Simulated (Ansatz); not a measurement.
## Zinc-blende HgS (metastable phase)

Calculation: PBE0 (plane waves, PAW; Ansatz, an electronic-structure program).

Run with plane-wave cutoff 460 eV, 8×8×8 k mesh, Fermi–Dirac smearing 0.01 eV, scalar-relativistic PAW data made under PBE.

Cell (relaxed at this level):

```
HgS
1.0
    0.00000     2.95944     2.95944
    2.95944     0.00000     2.95944
    2.95944     2.95944     0.00000
Hg S
1 1
Direct
  0.00000   0.00000   0.00000
  0.25000   0.25000   0.25000
```

For zinc-blende HgS (metastable phase), the bulk modulus B0 is 60.2 GPa and the band gap comes out as 0.92 eV (on the SCF k mesh).

Spin–orbit coupling is not included.

Static lattice: no zero-point or thermal effects.
